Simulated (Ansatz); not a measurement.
# SiH₃O− (SMILES O[SiH2-]): a rigid scan of the bond length Si2–H5

An exercise on one series of results from a longer session: the logs are not shown, and one member is left open.

Computed with Ansatz 0.2.0, Gaussian basis. Level: single points in def2-TZVPPD.

Levels: PBE-D4, r2SCAN-D4, PBE0-D4, B3LYP-D4, wB97M-V, Hartree-Fock, MP2, CCSD, CCSD(T). The scan takes 1.364, 1.418, 1.497, 1.590, 1.692, 1.802, 1.919, 2.042, 2.171 Å.

Correlated methods freeze the cores. B3LYP uses VWN-RPA correlation.

31 further runs of the same task are left out: 31 set aside as unsound or not needed.

**The system as given**

The minimum, relaxed at PBE0-D4: SMILES `O[SiH2-]`, 5 atoms, charge -1, spin multiplicity 1.

Atoms are counted from 1 here; the program's logs count them from 0.

Bond lengths: O1–Si2 1.759 Å, O1–H3 0.956 Å, Si2–H4 1.550 Å, Si2–H5 1.550 Å. Angles: Si2–O1–H3 106.0°, O1–Si2–H4 99.4°, O1–Si2–H5 99.4°, H4–Si2–H5 92.2°.

Geometry (Å):

```xyz
5
H3OSi
O     0.2615   -0.6409    0.8912
Si    0.1511    0.2033   -0.6476
H     1.0304   -1.2048    0.8277
H    -1.3571   -0.0026   -0.9422
H    -0.0859    1.6450   -0.1291
```

Energies of the minimum (eV), from earlier single points: PBE-D4 -9969.06491, r2SCAN-D4 -9973.49057, PBE0-D4 -9969.74274, B3LYP-D4 -9976.22938, wB97M-V -9973.94771, CCSD(T) -9959.67463.

At the minimum the bond length Si2–H5 is 1.550 Å.

Set-up of the first run:

Input file ccsdt-tzvppd/in.yaml:

```yaml
crystal:
  periodic: [false, false, false]
  atoms:
    - {symbol: O, position_ang: [0.261548, -0.640882, 0.891188]}
    - {symbol: Si, position_ang: [0.151122, 0.203282, -0.647576]}
    - {symbol: H, position_ang: [1.030354, -1.204776, 0.827698]}
    - {symbol: H, position_ang: [-1.357090, -0.002636, -0.942247]}
    - {symbol: H, position_ang: [-0.057436, 1.471706, -0.191396]}
basis:
  gaussian: {orbitals: "def2-TZVPPD.json"}
total_charge: -1
correlation: {method: ccsd_t}
```

The basis file named in the input lies beside it (Basis Set Exchange, JSON).

The command line of these runs was not kept.

Steps of the session up to this table: Si2–H5 = 1.364 Å; Si2–H5 = 1.418 Å; Si2–H5 = 1.497 Å; Si2–H5 = 1.590 Å; Si2–H5 = 1.692 Å; Si2–H5 = 1.802 Å; Si2–H5 = 1.919 Å; Si2–H5 = 2.042 Å; Si2–H5 = 2.171 Å.

One of the session's tables, all rows but one given; the rest of the session is left out.

Energies less that of the minimum at the same level (kcal/mol):

| bond length (Å) | PBE-D4 | PBE0-D4 | B3LYP-D4 | wB97M-V | Hartree-Fock |
| --- | --- | --- | --- | --- | --- |
| 1.364 | 7.3 | 6.7 | 6.4 | 6.2 | 6.2 |
| 1.418 | 3.5 | 3.1 | 2.9 | 2.8 | 2.7 |
| 1.497 | 0.6 | 0.4 | 0.4 | 0.3 | 0.3 |
| 1.550 (minimum) | 0.0 | 0.0 | 0.0 | 0.0 | 0.0 |
| 1.590 | 0.1 | 0.2 | 0.2 | 0.3 | 0.4 |
| 1.692 | 1.7 | 2.3 | 2.2 | 2.5 | 2.8 |
| 1.802 | 5.0 | 6.0 | 5.7 | 6.5 | 7.1 |
| 1.919 | ? | ? | ? | ? | ? |
| 2.042 | 14.5 | 16.6 | 15.6 | 17.3 | 18.8 |
| 2.171 | 19.9 | 22.6 | 21.2 | 23.2 | 25.1 |

**Question.** Estimate the row for bond length (Å) = 1.919.

Worked estimate for «PBE-D4». A straight line through the neighbours (1.802, 5.0) and (2.042, 14.5) gives 5.0 + (14.5 − 5.0) × (1.919 − 1.802) / (2.042 − 1.802) = 9.6; a parabola fitted to 4 rows on both sides gives 9.4.

The run gave: PBE-D4: 9.3; PBE0-D4: 10.9; B3LYP-D4: 10.2; wB97M-V: 11.6; Hartree-Fock: 12.6. In «PBE-D4» the line misses by +0.3 and the parabola by +0.1.

To keep in mind: A polynomial through the near points puts the CCSD(T) minimum 0.006 Å below the PBE0-D4 value.
